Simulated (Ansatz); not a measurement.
# B₂H₂ (singlet): the correlation ladder, cc-pVTZ

The task here is to estimate one member of a computed series from the others.

Method: cc-pVTZ, core rule «outside noble gas», up to 2 orbitals frozen; program: Ansatz 0.2.0, Gaussian basis.

Plan: UHF; CCSD(T) on RHF; CCSD(T) on UHF; BCCD(T) on RHF; CCSDT(Q) on RHF; CCSDT(Q) on UHF.

7 further runs of the same task are left out: 3 for a known fault of the program, 4 set aside as unsound or not needed.

## The system

The geometry is a PBE0/def2-TZVP stationary point (not a proven minimum) of the parent state, kept for this charge and spin.

4 atoms, charge 0, spin multiplicity 1.

Atoms are counted from 1 here; the program's logs count them from 0.

Bond lengths: B1–B2 1.585 Å, B1–H3 1.197 Å, B1–H4 1.197 Å. Angles: B2–B1–H3 118.9°, B2–B1–H4 118.9°, H3–B1–H4 122.2°.

The first run:

in.yaml

```yaml
crystal:
  periodic: [false, false, false]
  atoms:
    - {symbol: B, position_ang: [0.000000, 0.000000, 0.675628]}
    - {symbol: B, position_ang: [0.000000, 0.000000, -0.909454]}
    - {symbol: H, position_ang: [0.000000, 1.047868, 1.253990]}
    - {symbol: H, position_ang: [0.000000, -1.047868, 1.253990]}
basis:
  gaussian: {orbitals: cc-pVTZ}
magnetization: {spin_polarized: true, initial_magnetization: 0}
hamiltonian: {xc: hf}
output: {orbitals: {seedname: orbitals}}
```

The run is started by

```
ansatz run in.yaml --threads 1 --pin off --events-out ev --progress --plain --max-ram 4096MiB --backend cpu
```

Steps of the session up to this table: UHF; CCSD(T) on RHF; CCSD(T) on UHF; BCCD(T) on RHF; CCSDT(Q) on RHF; CCSDT(Q) on UHF.

One table of the session follows, with a row left open; its other results are not shown here.

| method | from RCCSDT(Q) (kJ/mol) |
| --- | --- |
| RHF | +548.0 |
| UHF | +464.4 |
| RMP2 | +124.2 |
| UMP2 | +76.4 |
| RCCSD | +21.2 |
| UCCSD | -15.1 |
| RCCSD(T) | +5.0 |
| UCCSD(T) | -39.2 |
| BCCD(T) | ? |
| RCCSDT | +1.1 |
| UCCSDT | -62.5 |
| RCCSDT(Q) | 0 |
| UCCSDT(Q) | -70.0 |

Estimate the missing values for BCCD(T).

**Answer.** from RCCSDT(Q) (kJ/mol): +4.9. In the column «from RCCSDT(Q) (kJ/mol)» it lies between RCCSDT (+1.1) and RCCSD(T) (+5.0).

The program flags UCCSD(T), UCCSDT(Q) as in doubt (see the logs), so those rows may rest on another solution; read them beside their warnings.

Limits of these values: The determinant is far from a pure spin state, so its energy mixes those of several spin states (harmless only where they are near-degenerate, as at dissociation). The program flags UCCSD(T), UCCSDT(Q) as in doubt, so those rows may rest on another solution; read them beside their warnings. Warnings: restricted reference is unstable; spin contamination; coupled cluster took another determinant than the lowest. Restricted and unrestricted rows rest on different reference determinants; where their highest levels disagree by more than a few hundredths of an eV, they describe different states and don't form one ladder.
